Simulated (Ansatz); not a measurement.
Cost and result for the atomization energy of C$_{3}$H$_{7}$F, SMILES `CC(C)F` (11 atoms, 10 bonds).

Z-matrix (Å, degrees):
```
C
C 1 1.508
H 1 1.091 2 110.6
H 1 1.092 2 110.3 3 119.9
H 1 1.093 2 110.4 3 -120.2
C 2 1.508 1 113.9 3 177.3
F 2 1.396 1 108.3 3 56.9
H 2 1.096 1 110.1 3 -58.5
H 6 1.091 2 110.6 1 -177.3
H 6 1.093 2 110.4 1 -57.1
H 6 1.092 2 110.3 1 62.8
```

Total charge 0; spin multiplicity 1. The structure was optimised at the PBE0-D4/def2-TZVP level. Program: Ansatz. All runs use 2 threads of a server CPU on a shared host. Times are those of one run each, without the atoms' runs, and a repeat can differ threefold. Electronic energies, without spin–orbit coupling; frozen cores. CCSD(T)/CBS adds CCSD(T) − MP2 in def2-TZVPP to the MP2 limit, and its time is that of the two runs behind it. T1 = 0.010. B3LYP takes the VWN-RPA correlation (the form of Gaussian; ORCA's B3LYP/G). HSE06 is the plane-wave form, built on full-range PBE exchange.

CCSD(T)/CBS is a level of theory with its own doubt, some kJ/mol a heavy atom from the limit and from the frozen cores, so smaller differences don't rank the functionals.

```csv
level,functions,wall time,atomization (kJ/mol),difference from CCSD(T)/CBS,per bond
BLYP-D4/def2-TZVPP,222,2 s,4250.6,-15.5,-1.6
PBE0-D4/def2-TZVPP,222,2.5 s,4283.7,17.6,1.8
HSE06-D4/def2-TZVPP,222,2.7 s,4286.6,20.5,2.0
CAM-B3LYP-D4/def2-TZVPP,222,2.7 s,4291.7,25.6,2.6
CCSD(T)/def2-SVP,91,3.5 s,4099.6,-166.5,-16.7
B3LYP-D4/def2-TZVPP (with forces),222,3.8 s,4267.5,1.4,0.1
r2SCAN-D4/def2-TZVPP (with forces),222,4.1 s,4274.2,8.1,0.8
PBE-QIDH/def2-TZVPP,222,4.8 s,4252.2,-13.9,-1.4
ωB97X-V/def2-TZVPP,222,7 s,4270.5,4.4,0.4
B97M-V/def2-TZVPP,222,8 s,4270.1,4.0,0.4
MP2/def2-QZVPP,438,21 s,4273.9,7.8,0.8
CCSD(T)/def2-TZVPP,222,69 s,4175.5,-90.6,-9.1
CCSD(T)/CBS(def2),–,90 s,4266.1,0.0,0.0
```

The D4 term adds +23.4 kJ/mol with B3LYP and +12.1 kJ/mol with PBE0; it sums over pairs of atoms, weighted by their polarisabilities, and B3LYP, whose exchange is more repulsive, gets the larger term. At CCSD(T), def2-SVP lies −166.5 kJ/mol from the extrapolated value and def2-TZVPP −90.7 kJ/mol: correlation converges slowly with the basis, and small sets miss more of it in the bonded molecule than in its fragments. Leaving LDA and LC-ωPBE aside and taking each functional with its dispersion term where it has one, the values, not all of them listed here, spread over 181.1 kJ/mol, from BHLYP-D4 to PBE-D4. LDA lies +524.4 kJ/mol from PBE without D4, its usual overbinding.
